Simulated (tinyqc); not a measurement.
UHF in the sto-6g basis, for LiH+, spin multiplicity 2, step by step (part 3 of 3). Computed by tinyqc, a small Python program that keeps every step (integrals from PySCF). Command: `OMP_NUM_THREADS=1 python tinyqc.py 25546 25547 out.jsonl` (the two numbers bound the seeds that draw the settings). One thread of a shared host (Intel(R) Xeon(R) Processor @ 2.60GHz), about 0.1 s of CPU time with the checks.

Geometry (angstrom):
```
atom         x         y         z
Li    0.000000  0.000000  0.000000
H     0.000000  0.000000  1.711000
```

## Convergence

Stop when the energy changes by less than 1e-09 hartree and every element of the error matrix X^T (F D S - S D F) X (for each spin) is below 9e-06.

Course of the cycle:
```
iteration  E (hartree)     change  largest element of the error matrix
1          -2.71954348          -                             9.41e-01
2          -4.22549522  -1.51e+00                             6.27e-01
3          -5.27261418  -1.05e+00                             4.27e-01
4          -6.00332288  -7.31e-01                             2.93e-01
5          -6.51443704  -5.11e-01                             2.02e-01
6          -6.87236595  -3.58e-01                             1.40e-01
7          -7.12301483  -2.51e-01                             9.75e-02
8          -7.29849720  -1.75e-01                             6.79e-02
9          -7.42134599  -1.23e-01                             4.74e-02
10         -7.50734563  -8.60e-02                             3.31e-02
11         -7.56754808  -6.02e-02                             2.31e-02
12         -7.60969112  -4.21e-02                             1.62e-02
13         -7.63919191  -2.95e-02                             1.13e-02
14         -7.65984278  -2.07e-02                             7.91e-03
...                ...        ...                                  ...
37         -7.70801597  -5.65e-06                             2.16e-06
38         -7.70801993  -3.96e-06                             1.51e-06
39         -7.70802269  -2.77e-06                             1.06e-06
40         -7.70802463  -1.94e-06                             7.41e-07
41         -7.70802599  -1.36e-06                             5.19e-07
42         -7.70802694  -9.50e-07                             3.63e-07
43         -7.70802761  -6.65e-07                             2.54e-07
44         -7.70802807  -4.65e-07                             1.78e-07
45         -7.70802840  -3.26e-07                             1.25e-07
46         -7.70802862  -2.28e-07                             8.72e-08
47         -7.70802878  -1.60e-07                             6.10e-08
48         -7.70802890  -1.12e-07                             4.27e-08
49         -7.70802897  -7.82e-08                             2.99e-08
50         -7.70802903  -5.48e-08                             2.09e-08
```

PySCF UHF in the same basis, after a stability check = -7.70802916 hartree

Not converged within the cap of 50 iterations: the residual falls steadily but slowly, by a factor of about 0.70 a step. Reruns (cap 100 unless said): DIIS 8: converged in 8; damping 0.5: converged in 34; level shift 0.5: converged in 28; atomic densities as start, DIIS 8: converged in 8; the original settings with a cap of 400: converged in 62.
